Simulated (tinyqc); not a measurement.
MP2 on RHF in the sto-3g basis, for H2O, spin multiplicity 1, step by step (part 1 of 2). Computed by tinyqc, a small Python program that keeps every step (integrals from PySCF). Settings: charge = 0, multiplicity = 1, basis = sto-3g, method = RHF, energy threshold = 1e-10, iteration cap = 85, orthogonalisation = symmetric, start = core, DIIS depth = 6. Command: `OMP_NUM_THREADS=1 python tinyqc.py 25372 25373 out.jsonl` (the two numbers bound the seeds that draw the settings). One thread of a shared host (Intel(R) Xeon(R) Processor @ 2.60GHz), about 0.1 s of CPU time with the checks. The early iterations of the SCF are left out here.

## One-electron integrals

Geometry (angstrom):
```
atom        x         y        z
O     0.00000   0.00000  0.00000
H     0.00000   0.88000  0.69400
H     0.00000  -0.84300  0.66400
```

Basis sto-3g: exponents (1/bohr^2) and contraction coefficients of normalised primitives:
```
element  l (shell)   exponent  coefficient
O            s (1)  130.70932      0.15433
O            s (1)   23.80886      0.53533
O            s (1)    6.44361      0.44463
O            s (2)    5.03315     -0.09997
O            s (2)    1.16960      0.39951
O            s (2)    0.38039      0.70012
O            p (3)    5.03315      0.15592
O            p (3)    1.16960      0.60768
O            p (3)    0.38039      0.39196
H            s (1)    3.42525      0.15433
H            s (1)    0.62391      0.53533
H            s (1)    0.16886      0.44463
```

Overlap, kinetic and nuclear-attraction integrals over the contracted functions; the nuclear repulsion is the sum of Za Zb / Rab.

nuclear repulsion = 8.0294869 hartree

overlap S:
```
          1O 1s    1O 2s   1O 2px    1O 2py   1O 2pz    2H 1s     3H 1s
1O 1s   1.00000  0.23670  0.00000   0.00000  0.00000  0.03656   0.04095
1O 2s   0.23670  1.00000  0.00000   0.00000  0.00000  0.37417   0.40202
1O 2px  0.00000  0.00000  1.00000   0.00000  0.00000  0.00000   0.00000
1O 2py  0.00000  0.00000  0.00000   1.00000  0.00000  0.26124  -0.27567
1O 2pz  0.00000  0.00000  0.00000   0.00000  1.00000  0.20602   0.21714
2H 1s   0.03656  0.37417  0.00000   0.26124  0.20602  1.00000   0.18465
3H 1s   0.04095  0.40202  0.00000  -0.27567  0.21714  0.18465   1.00000
```

kinetic energy T (hartree):
```
           1O 1s     1O 2s   1O 2px    1O 2py   1O 2pz     2H 1s     3H 1s
1O 1s   29.00320  -0.16801  0.00000   0.00000  0.00000  -0.00869  -0.00787
1O 2s   -0.16801   0.80813  0.00000   0.00000  0.00000   0.06371   0.07993
1O 2px   0.00000   0.00000  2.52873   0.00000  0.00000   0.00000   0.00000
1O 2py   0.00000   0.00000  0.00000   2.52873  0.00000   0.13709  -0.15956
1O 2pz   0.00000   0.00000  0.00000   0.00000  2.52873   0.10812   0.12568
2H 1s   -0.00869   0.06371  0.00000   0.13709  0.10812   0.76003  -0.00359
3H 1s   -0.00787   0.07993  0.00000  -0.15956  0.12568  -0.00359   0.76003
```

nuclear attraction V (hartree):
```
            1O 1s      1O 2s    1O 2px    1O 2py    1O 2pz     2H 1s     3H 1s
1O 1s   -61.58376   -7.41157   0.00000   0.00081  -0.01465  -1.17197  -1.31433
1O 2s    -7.41157  -10.01203   0.00000   0.00889  -0.17892  -2.86839  -3.12598
1O 2px    0.00000    0.00000  -9.87831   0.00000   0.00000   0.00000   0.00000
1O 2py    0.00081    0.00889   0.00000  -9.99021   0.00475  -1.75823   1.89300
1O 2pz   -0.01465   -0.17892   0.00000   0.00475  -9.94782  -1.43505  -1.54067
2H 1s    -1.17197   -2.86839   0.00000  -1.75823  -1.43505  -5.23846  -1.08513
3H 1s    -1.31433   -3.12598   0.00000   1.89300  -1.54067  -1.08513  -5.38733
```

core Hamiltonian H = T + V (hartree):
```
            1O 1s     1O 2s    1O 2px    1O 2py    1O 2pz     2H 1s     3H 1s
1O 1s   -32.58056  -7.57958   0.00000   0.00081  -0.01465  -1.18066  -1.32220
1O 2s    -7.57958  -9.20390   0.00000   0.00889  -0.17892  -2.80467  -3.04605
1O 2px    0.00000   0.00000  -7.34958   0.00000   0.00000   0.00000   0.00000
1O 2py    0.00081   0.00889   0.00000  -7.46148   0.00475  -1.62114   1.73344
1O 2pz   -0.01465  -0.17892   0.00000   0.00475  -7.41909  -1.32694  -1.41499
2H 1s    -1.18066  -2.80467   0.00000  -1.62114  -1.32694  -4.47843  -1.08872
3H 1s    -1.32220  -3.04605   0.00000   1.73344  -1.41499  -1.08872  -4.62730
```

## Two-electron integrals

Functions are numbered as in S; the eight-fold symmetry (ij|kl) = (ji|kl) = (kl|ij) leaves the list below.

Two-electron integrals (ij|kl) in chemists' order, unique and non-zero (hartree):
```
(11|11) 4.78507    (21|11) 0.74138    (21|21) 0.13687    (22|11) 1.11895
(22|21) 0.25663    (22|22) 0.81721    (31|31) 0.02448    (32|31) 0.03781
(32|32) 0.18052    (33|11) 1.11581    (33|21) 0.25668    (33|22) 0.81702
(33|33) 0.88016    (41|41) 0.02448    (42|41) 0.03781    (42|42) 0.18052
(43|43) 0.04744    (44|11) 1.11581    (44|21) 0.25668    (44|22) 0.81702
(44|33) 0.78527    (44|44) 0.88016    (51|51) 0.02448    (52|51) 0.03781
(52|52) 0.18052    (53|53) 0.04744    (54|54) 0.04744    (55|11) 1.11581
(55|21) 0.25668    (55|22) 0.81702    (55|33) 0.78527    (55|44) 0.78527
(55|55) 0.88016    (61|11) 0.11588    (61|21) 0.02123    (61|22) 0.03961
(61|33) 0.03953    (61|41) 0.00076    (61|42) 0.00144    (61|44) 0.03968
(61|51) 0.00060    (61|52) 0.00113    (61|54) 0.00012    (61|55) 0.03962
(61|61) 0.00334    (62|11) 0.30170    (62|21) 0.07015    (62|22) 0.24975
(62|33) 0.24536    (62|41) 0.00414    (62|42) 0.03257    (62|44) 0.25333
(62|51) 0.00327    (62|52) 0.02568    (62|54) 0.00629    (62|55) 0.25031
(62|61) 0.01111    (62|62) 0.09709    (63|31) 0.00710    (63|32) 0.04219
(63|43) 0.00664    (63|53) 0.00524    (63|63) 0.01334    (64|11) 0.17722
(64|21) 0.04171    (64|22) 0.15855    (64|33) 0.15148    (64|41) 0.00924
(64|42) 0.06160    (64|44) 0.16955    (64|51) 0.00169    (64|52) 0.01531
(64|54) 0.00901    (64|55) 0.15445    (64|61) 0.00688    (64|62) 0.07492
(64|64) 0.07048    (65|11) 0.13976    (65|21) 0.03290    (65|22) 0.12504
(65|33) 0.11946    (65|41) 0.00169    (65|42) 0.01531    (65|44) 0.12324
(65|51) 0.00843    (65|52) 0.05426    (65|54) 0.00962    (65|55) 0.13228
(65|61) 0.00542    (65|62) 0.05908    (65|64) 0.04506    (65|65) 0.04888
(66|11) 0.46281    (66|21) 0.10934    (66|22) 0.44808    (66|33) 0.43057
(66|41) 0.00786    (66|42) 0.08674    (66|44) 0.46261    (66|51) 0.00620
(66|52) 0.06840    (66|54) 0.02527    (66|55) 0.45050    (66|61) 0.01744
(66|62) 0.22618    (66|64) 0.19915    (66|65) 0.15706    (66|66) 0.77461
(71|11) 0.12992    (71|21) 0.02380    (71|22) 0.04437    (71|33) 0.04428
(71|41) -0.00086   (71|42) -0.00162   (71|44) 0.04445    (71|51) 0.00068
(71|52) 0.00127    (71|54) -0.00013   (71|55) 0.04438    (71|61) 0.00368
(71|62) 0.01206    (71|64) 0.00686    (71|65) 0.00589    (71|66) 0.01876
(71|71) 0.00419    (72|11) 0.32898    (72|21) 0.07645    (72|22) 0.27111
(72|33) 0.26640    (72|41) -0.00452   (72|42) -0.03510   (72|44) 0.27496
(72|51) 0.00356    (72|52) 0.02765    (72|54) -0.00674   (72|55) 0.27171
(72|61) 0.01173    (72|62) 0.08373    (72|64) 0.04497    (72|65) 0.04939
(72|66) 0.15705    (72|71) 0.01357    (72|72) 0.11312    (73|31) 0.00784
(73|32) 0.04622    (73|43) -0.00722   (73|53) 0.00568    (73|63) 0.01117
(73|73) 0.01578    (74|11) -0.19044   (74|21) -0.04481   (74|22) -0.16966
(74|33) -0.16203   (74|41) 0.01015    (74|42) 0.06692    (74|44) -0.18156
(74|51) -0.00182   (74|52) -0.01630   (74|54) 0.00970    (74|55) -0.16520
(74|61) -0.00658   (74|62) -0.04405   (74|64) -0.01298   (74|65) -0.02548
(74|66) -0.07494   (74|71) -0.00829   (74|72) -0.08601   (74|74) 0.08042
(75|11) 0.15000    (75|21) 0.03530    (75|22) 0.13364    (75|33) 0.12763
(75|41) -0.00182   (75|42) -0.01630   (75|44) 0.13164    (75|51) 0.00928
(75|52) 0.05906    (75|54) -0.01038   (75|55) 0.14148    (75|61) 0.00565
(75|62) 0.04885    (75|64) 0.02569    (75|65) 0.03956    (75|66) 0.09985
(75|71) 0.00653    (75|72) 0.06775    (75|74) -0.05091   (75|75) 0.05588
(76|11) 0.10758    (76|21) 0.02525    (76|22) 0.09775    (76|33) 0.09541
(76|41) 1.82e-05   (76|42) 0.00023    (76|44) 0.09733    (76|51) 0.00182
(76|52) 0.01708    (76|54) 0.00006    (76|55) 0.10039    (76|61) 0.00396
(76|62) 0.03794    (76|64) 0.02555    (76|65) 0.02594    (76|66) 0.09307
(76|71) 0.00443    (76|72) 0.04061    (76|74) -0.02669   (76|75) 0.02739
(76|76) 0.01847    (77|11) 0.48134    (77|21) 0.11367    (77|22) 0.46339
(77|33) 0.44496    (77|41) -0.00840   (77|42) -0.09092   (77|44) 0.47871
(77|51) 0.00661    (77|52) 0.07162    (77|54) -0.02659   (77|55) 0.46590
(77|61) 0.01741    (77|62) 0.14950    (77|64) 0.07264    (77|65) 0.09626
(77|66) 0.30426    (77|71) 0.02033    (77|72) 0.24782    (77|74) -0.21502
(77|75) 0.16936    (77|76) 0.09307    (77|77) 0.77461
```

## Orthogonalisation

S = U s U^T; symmetric (Loewdin) form X = U s^(-1/2) U^T, so that X^T S X = 1.

eigenvalues of S: 0.42917  0.51976  0.88535  1.00000  1.10049  1.29795  1.76727

X:
```
           1O 1s     1O 2s   1O 2px    1O 2py    1O 2pz     2H 1s     3H 1s
1O 1s    1.02365  -0.13700  0.00000   0.00064  -0.00759   0.01842   0.01975
1O 2s   -0.13700   1.15983  0.00000  -0.00806   0.07344  -0.21112  -0.23661
1O 2px   0.00000   0.00000  1.00000   0.00000   0.00000   0.00000   0.00000
1O 2py   0.00064  -0.00806  0.00000   1.07374  -0.00376  -0.17005   0.18295
1O 2pz  -0.00759   0.07344  0.00000  -0.00376   1.03912  -0.11419  -0.12524
2H 1s    0.01842  -0.21112  0.00000  -0.17005  -0.11419   1.12136  -0.06377
3H 1s    0.01975  -0.23661  0.00000   0.18295  -0.12524  -0.06377   1.14183
```

## Starting guess

The start is the orbitals of the core Hamiltonian; D = 2 C_occ C_occ^T.

D at the start:
```
           1O 1s     1O 2s   1O 2px    1O 2py    1O 2pz     2H 1s     3H 1s
1O 1s    2.13012  -0.57124  0.00000   0.00365  -0.03969   0.06402   0.07058
1O 2s   -0.57124   2.50307  0.00000  -0.02419   0.23097  -0.27552  -0.30572
1O 2px   0.00000   0.00000  2.00000   0.00000   0.00000   0.00000   0.00000
1O 2py   0.00365  -0.02419  0.00000   2.25306  -0.01233  -0.28230   0.30446
1O 2pz  -0.03969   0.23097  0.00000  -0.01233   2.13484  -0.19257  -0.20904
2H 1s    0.06402  -0.27552  0.00000  -0.28230  -0.19257   0.07980   0.00982
3H 1s    0.07058  -0.30572  0.00000   0.30446  -0.20904   0.00982   0.09294
```

## Iteration 9 (converged): orbitals

converged F (hartree):
```
            1O 1s     1O 2s    1O 2px    1O 2py    1O 2pz     2H 1s     3H 1s
1O 1s   -20.25470  -5.16386   0.00000   0.00089  -0.02558  -0.81266  -0.90936
1O 2s    -5.16386  -2.41184   0.00000   0.00924  -0.07593  -0.77425  -0.83897
1O 2px    0.00000   0.00000  -0.38800   0.00000   0.00000   0.00000   0.00000
1O 2py    0.00089   0.00924   0.00000  -0.23556   0.01048  -0.34975   0.36584
1O 2pz   -0.02558  -0.07593   0.00000   0.01048  -0.27744  -0.32080  -0.33334
2H 1s    -0.81266  -0.77425   0.00000  -0.34975  -0.32080  -0.39946  -0.25649
3H 1s    -0.90936  -0.83897   0.00000   0.36584  -0.33334  -0.25649  -0.44480
```

Diagonalise F' = X^T F X, C = X C', fill 5 alpha and 5 beta electrons from the bottom; D = 2 C_occ C_occ^T. Each column has its largest component positive (the first on a tie).

F' = X^T F X (hartree):
```
           1         2         3         4         5         6         7
1  -19.87992  -2.68561   0.00000   0.00162  -0.05357  -0.08650  -0.11003
2   -2.68561  -1.31060   0.00000  -0.00587   0.10272  -0.38804  -0.42669
3    0.00000   0.00000  -0.38800   0.00000   0.00000   0.00000   0.00000
4    0.00162  -0.00587   0.00000  -0.01061   0.00180  -0.39304   0.41105
5   -0.05357   0.10272   0.00000   0.00180  -0.15056  -0.29418  -0.31025
6   -0.08650  -0.38804   0.00000  -0.39304  -0.29418  -0.02337  -0.07064
7   -0.11003  -0.42669   0.00000   0.41105  -0.31025  -0.07064  -0.01452
```

orbital energies (hartree): MO1 -20.26300, MO2 -1.21158, MO3 -0.54890, MO4 -0.43774, MO5 -0.38800, MO6 0.47774, MO7 0.59390

coefficients C:
```
             MO1       MO2       MO3       MO4      MO5       MO6       MO7
1O 1s    0.99443  -0.23894  -0.00932   0.09383  0.00000   0.10957   0.02310
1O 2s    0.02415   0.88415   0.04905  -0.48036  0.00000  -0.65736  -0.14971
1O 2px   0.00000   0.00000   0.00000   0.00000  1.00000   0.00000   0.00000
1O 2py  -0.00024  -0.00939   0.60738   0.03002  0.00000  -0.15645   0.90610
1O 2pz   0.00320   0.08729  -0.03909   0.74559  0.00000  -0.72818  -0.13660
2H 1s   -0.00439   0.13671   0.44061   0.35517  0.00000   0.81503  -0.58745
3H 1s   -0.00486   0.15207  -0.46347   0.30216  0.00000   0.58043   0.86442
```

D after iteration 9:
```
           1O 1s     1O 2s   1O 2px    1O 2py    1O 2pz     2H 1s     3H 1s
1O 1s    2.10974  -0.46554  0.00000  -0.00167   0.10529  -0.01561  -0.01699
1O 2s   -0.46554   2.03092  0.00000   0.01413  -0.56563  -0.05646  -0.06710
1O 2px   0.00000   0.00000  2.00000   0.00000   0.00000   0.00000   0.00000
1O 2py  -0.00167   0.01413  0.00000   0.73981  -0.00435   0.55401  -0.54772
1O 2pz   0.10529  -0.56563  0.00000  -0.00435   1.13011   0.51902   0.51333
2H 1s   -0.01561  -0.05646  0.00000   0.55401   0.51902   0.67800  -0.15216
3H 1s   -0.01699  -0.06710  0.00000  -0.54772   0.51333  -0.15216   0.65851
```

## Convergence

Stop when the energy changes by less than 1e-10 hartree and every element of the error matrix X^T (F D S - S D F) X is below 3e-06.

Course of the cycle:
```
iteration  E (hartree)     change  largest element of the error matrix
1          -73.2838968          -                             5.75e-01
2          -74.8303694  -1.55e+00                             2.55e-01
3          -74.9393929  -1.09e-01                             4.77e-02
4          -74.9424729  -3.08e-03                             9.70e-03
5          -74.9426693  -1.96e-04                             2.59e-03
6          -74.9426940  -2.47e-05                             2.70e-04
7          -74.9426942  -1.29e-07                             6.02e-06
8          -74.9426942  -1.11e-10                             8.29e-07
9          -74.9426942  -1.73e-12                             2.01e-07
```

PySCF RHF in the same basis = -74.9426942 hartree

Converged in 9 iterations.

## Populations, bond orders and dipole

Mulliken: Z minus the diagonal of D S on the atom; Loewdin: the same with S^(1/2) D S^(1/2); Mayer order: 2 sum_s sum (D(s) S)_ij (D(s) S)_ji over the two atoms.

Charges (e):
```
atom  Mulliken   Loewdin
1O    -0.25494  -0.18519
2H     0.12014   0.08832
3H     0.13480   0.09687
```

Mayer bond orders:
```
pair    order
2-1   0.97711
3-1   0.97337
3-2   0.00846
```

dipole moment about the origin, x y z (debye): 0.00000  -0.03304  1.54098

## Integrals over molecular orbitals

(pq|rs) = sum C_ip C_jq C_kr C_ls (ij|kl), one index at a time.

one-electron integrals over orbitals h = C^T H C (hartree):
```
           1         2         3         4         5         6         7
1  -32.56390   0.56781   0.02145  -0.20998   0.00000  -0.25152  -0.05277
2    0.56781  -7.56673  -0.03321   0.51979   0.00000   1.19592   0.25986
3    0.02145  -0.03321  -6.03349   0.07680   0.00000   0.28653  -1.73682
4   -0.20998   0.51979   0.07680  -6.60925   0.00000   1.30206   0.12067
5    0.00000   0.00000   0.00000   0.00000  -7.34958   0.00000   0.00000
6   -0.25152   1.19592   0.28653   1.30206   0.00000  -5.30256   0.03405
7   -0.05277   0.25986  -1.73682   0.12067   0.00000   0.03405  -5.50707
```

Two-electron integrals over orbitals (pq|rs), unique and non-zero (hartree):
```
(11|11) 4.74661    (21|11) -0.42787   (21|21) 0.06098    (22|11) 1.01868
(22|21) -0.01506   (22|22) 0.72398    (31|11) -0.01667   (31|21) 0.00209
(31|22) -0.00158   (31|31) 0.01074    (32|11) 0.01081    (32|21) -0.00093
(32|22) -0.00338   (32|31) 0.01685    (32|32) 0.13161    (33|11) 0.76586
(33|21) -0.00473   (33|22) 0.61771    (33|31) 0.00042    (33|32) 0.00065
(33|33) 0.59679    (41|11) 0.16652    (41|21) -0.02181   (41|22) 0.01267
(41|31) -0.00123   (41|32) -0.00016   (41|33) 0.00557    (41|41) 0.02441
(42|11) -0.14612   (42|21) 0.00814    (42|22) -0.02195   (42|31) -0.00008
(42|32) -0.00216   (42|33) 0.00384    (42|41) 0.01841    (42|42) 0.12926
(43|11) -0.01778   (43|21) 0.00061    (43|22) -0.00754   (43|31) -0.00262
(43|32) 0.02682    (43|33) -0.00522   (43|41) 0.00094    (43|42) 0.00871
(43|43) 0.05534    (44|11) 0.93830    (44|21) -0.01140   (44|22) 0.66130
(44|31) 0.00007    (44|32) 0.00920    (44|33) 0.56827    (44|41) -0.00889
(44|42) -0.09425   (44|43) -0.00633   (44|44) 0.70757    (51|51) 0.02597
(52|51) 0.03316    (52|52) 0.14986    (53|51) 0.00123    (53|52) 0.00439
(53|53) 0.02677    (54|51) -0.01202   (54|52) -0.04426   (54|53) -0.00232
(54|54) 0.04885    (55|11) 1.11536    (55|21) -0.01210   (55|22) 0.75376
(55|31) -0.00047   (55|32) 0.00556    (55|33) 0.60429    (55|41) 0.00468
(55|42) -0.07914   (55|43) -0.01017   (55|44) 0.69303    (55|55) 0.88016
(61|11) 0.19612    (61|21) -0.02977   (61|22) 0.00199    (61|31) -0.00286
(61|32) -0.00258   (61|33) -0.00069   (61|41) -0.00281   (61|42) -0.02059
(61|43) -0.00064   (61|44) 0.01571    (61|55) 0.00531    (61|61) 0.02594
(62|11) -0.26349   (62|21) 0.00601    (62|22) -0.12916   (62|31) -0.00157
(62|32) -0.01050   (62|33) -0.06633   (62|41) -0.01824   (62|42) -0.03168
(62|43) 0.00486    (62|44) -0.06272   (62|55) -0.13939   (62|61) 0.01020
(62|62) 0.09399    (63|11) -0.05889   (63|21) 0.00118    (63|22) -0.02872
(63|31) -0.00269   (63|32) 0.03498    (63|33) -0.01829   (63|41) -0.00040
(63|42) 0.01195    (63|43) 0.03725    (63|44) -0.01686   (63|55) -0.03319
(63|61) -0.00012   (63|62) 0.01510    (63|63) 0.07549    (64|11) -0.26609
(64|21) 0.00346    (64|22) -0.12487   (64|31) 0.00143    (64|32) 0.01113
(64|33) -0.04892   (64|41) -0.00106   (64|42) 0.04844    (64|43) 0.01127
(64|44) -0.13042   (64|55) -0.14718   (64|61) -0.00213   (64|62) 0.05797
(64|63) 0.02809    (64|64) 0.09798    (65|51) -0.01301   (65|52) -0.05075
(65|53) -0.00497   (65|54) -0.00525   (65|65) 0.03430    (66|11) 0.78384
(66|21) -0.00746   (66|22) 0.59367    (66|31) 0.00157    (66|32) 0.02715
(66|33) 0.55023    (66|41) 0.01765    (66|42) 0.04742    (66|43) 0.02073
(66|44) 0.54737    (66|55) 0.57888    (66|61) -0.00891   (66|62) -0.09008
(66|63) 0.01404    (66|64) -0.04690   (66|66) 0.59334    (71|11) 0.04145
(71|21) -0.00650   (71|22) -0.00024   (71|31) 0.01405    (71|32) 0.02158
(71|33) 0.00104    (71|41) 0.00049    (71|42) -0.00274   (71|43) -0.00373
(71|44) 0.00265    (71|55) 0.00109    (71|61) 0.00167    (71|62) -0.00178
(71|63) -0.00326   (71|64) 0.00141    (71|66) 0.00208    (71|71) 0.01992
(72|11) -0.05843   (72|21) 0.00118    (72|22) -0.02864   (72|31) 0.01465
(72|32) 0.05198    (72|33) -0.00885   (72|41) -0.00256   (72|42) -0.00011
(72|43) -0.03004   (72|44) -0.01829   (72|55) -0.03029   (72|61) -0.00183
(72|62) 0.00627    (72|63) -0.02744   (72|64) 0.01416    (72|66) -0.01874
(72|71) 0.01867    (72|72) 0.06907    (73|11) 0.36432    (73|21) -0.00692
(73|22) 0.15880    (73|31) 0.00007    (73|32) 0.01639    (73|33) 0.08740
(73|41) -0.00034   (73|42) -0.07636   (73|43) 0.00012    (73|44) 0.14229
(73|55) 0.19841    (73|61) 0.00560    (73|62) -0.06591   (73|63) -0.01054
(73|64) -0.09534   (73|66) 0.04944    (73|71) 0.00140    (73|72) -0.01901
(73|73) 0.15793    (74|11) -0.02506   (74|21) 0.00033    (74|22) -0.00891
(74|31) -0.00819   (74|32) -0.07167   (74|33) -0.00480   (74|41) -0.00077
(74|42) 0.00037    (74|43) -0.01109   (74|44) -0.01543   (74|55) -0.01321
(74|61) 0.00210    (74|62) 0.01114    (74|63) -0.04953   (74|64) -0.00462
(74|66) -0.02651   (74|71) -0.01093   (74|72) -0.01513   (74|73) -0.02096
(74|74) 0.06894    (75|51) -0.00273   (75|52) -0.01076   (75|53) 0.02328
(75|54) 0.00080    (75|65) 0.00193    (75|75) 0.02538    (76|11) -0.00573
(76|21) 0.00026    (76|22) 0.00280    (76|31) -0.00727   (76|32) -0.08161
(76|33) -0.00189   (76|41) 0.00236    (76|42) 0.00899    (76|43) -0.05692
(76|44) -0.01164   (76|55) -0.00320   (76|61) -0.00058   (76|62) -0.00501
(76|63) -0.05910   (76|64) -0.01444   (76|66) -0.03010   (76|71) -0.00967
(76|72) 0.00414    (76|73) -0.02147   (76|74) 0.05426    (76|76) 0.10111
(77|11) 0.83919    (77|21) -0.00885   (77|22) 0.61063    (77|31) -0.00342
(77|32) -0.03144   (77|33) 0.58449    (77|41) 0.00414    (77|42) -0.01699
(77|43) -0.02323   (77|44) 0.57726    (77|55) 0.60951    (77|61) 0.00395
(77|62) -0.06088   (77|63) -0.03899   (77|64) -0.05626   (77|66) 0.53930
(77|71) -0.00323   (77|72) -0.01248   (77|73) 0.08705    (77|74) 0.01805
(77|76) 0.03084    (77|77) 0.60930
```
